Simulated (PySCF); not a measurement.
**CH2NS2−, a complex of two parts as drawn: interaction energy**

One table from this session's results is given with a row withheld; the runs are named, their logs left out.

Computed with PySCF 2.14.0; each step states its level. No surroundings beyond the atoms listed, unless a continuum is named. Atoms count from 0, parts from 1.

### The system as given

6 atoms, charge -1, multiplicity 1; geometry: GFN2-xTB. Parts: 1 = atoms 0–3, `N=C=S`, charge 0; 2 = atoms 4–5, `[SH-]`, charge -1. In the given geometry H3 has moved to S4 of another part (1.47 Å), so values for the parts refer to these atom groups.

Set-up of the first run:

Job settings and geometry (Å):

```
{"job": {"xc": "PBE0", "basis": "def2-SVPD", "d3": "d3bj", "grid": 2, "kind": "geom", "shake": 0.01}, "charge": -1, "multiplicity": 1, "parts": [{"atoms": "0-3", "charge": 0, "multiplicity": 1}, {"atoms": "4-5", "charge": -1, "multiplicity": 1}]}
N     -0.609484     0.067744     0.296717
C      0.483729     0.031524    -0.045547
S      2.017609    -0.023384    -0.450066
H     -1.919940    -0.250668    -0.218517
S     -3.245362    -0.688532    -0.682574
H     -2.935131    -1.940582    -0.423097
```

Started as:

```console
OMP_NUM_THREADS=1 python cluster_run.py task.json out
```

The driver reads the jobs from task.json and runs them one after another.

Among the steps run: Relaxing the molecule at PBE0-D3(BJ)/def2-SVPD; Coupled-cluster interaction energy: CCSD(T) and MP2.

One of the session's tables, all rows but one given; the rest of the session is left out.

It belongs to the step «Coupled-cluster interaction energy: CCSD(T) and MP2». 

| method | interaction energy (kcal/mol) |
| --- | --- |
| HF/aug-cc-pVDZ | -134.35 |
| MP2/aug-cc-pVDZ | -123.51 |
| CCSD/aug-cc-pVDZ | -122.82 |
| CCSD(T)/aug-cc-pVDZ | -119.36 |
| HF/aug-cc-pVTZ | -135.49 |
| MP2/aug-cc-pVTZ | ? |
| SCS-MP2/aug-cc-pVTZ | -126.03 |
| MP2, extrapolated | -127.22 |
| CCSD(T), limit estimate | -123.07 |

Estimate the missing values for MP2/aug-cc-pVTZ.

As computed: interaction energy (kcal/mol): -126.45. In the column «interaction energy (kcal/mol)» it lies between MP2, extrapolated (-127.22) and SCS-MP2/aug-cc-pVTZ (-126.03).

At this geometry H3 has moved to S4 of another part (1.42 Å), so this energy is mostly that of cutting a chemical bond between strained fragments, not an intermolecular interaction.

To keep in mind: The interaction energy leaves out the deformation of the parts, 89.89 kcal/mol at MP2. So large a deformation means that a part is far from its own minimum, so a sum across the two methods would be rough.
